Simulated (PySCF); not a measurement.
Gas-phase reaction: H2CSiH2 + 2 CH3 + 3 CH3OH → SiH4 + 3 CH3OCH3

Method: PySCF energies plus ideal-gas RRHO corrections (1 bar). † marks an energy on the PBE0/def2-TZVP geometry and frequencies; other levels use their own. MP2 and CCSD(T) freeze the core. 6-31G* has spherical d functions here. Open shells (unrestricted): CH3 (multiplicity 2); the rest are closed-shell singlets. B3LYP is the form with VWN-RPA correlation. H2CSiH2: computed as isolated molecules; such fragments, hydroxides, amides, oligomers or adducts are transient or little studied in the gas. MP2 isn't extrapolated to the basis-set limit. CCSD(T) isn't extrapolated to the basis-set limit.

ωB97M-V/def2-TZVP† gives ΔH°(298 K) = -433 kJ.

### Question
What do CCSD(T)/def2-SVP†, B3LYP/6-31G*, MP2/def2-TZVPP† give?

### Answer
CCSD(T)/def2-SVP†: -440 kJ; B3LYP/6-31G*: -489 kJ; MP2/def2-TZVPP†: -414 kJ. For scale, ΔH°(298 K) is -433 kJ at this level, -457 kJ at ωB97X-V/def2-TZVP†, and runs from -732 to -317 kJ over the 20 levels computed.
